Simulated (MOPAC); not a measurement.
MOPAC input (AM1):

```
AM1 1SCF UHF MS=0.5 GEO-OK AUX(PRECISION=9) THREADS=1
C4H3O

O    -0.01575076 1    0.07347674 1    1.18707993 1
C    -0.00126433 1    1.11753845 1    0.36818709 1
C    -0.00843004 1   -1.04295283 1    0.36965169 1
C     0.01530910 1    0.78915281 1   -0.94253072 1
C     0.01032913 1   -0.65389182 1   -0.92716625 1
H    -0.01836279 1   -1.99159424 1    0.87398983 1
H     0.02892908 1    1.44704524 1   -1.79191591 1
H     0.01977666 1   -1.30234448 1   -1.78756417 1
```

### Question
What heat of formation does the run end on, and which ionisation energy by Koopmans theorem?

### Answer
88.42 kcal/mol; 9.51 eV.

The determinant is spin-contaminated: <S^2> is 0.87 against 0.75 for a pure state.
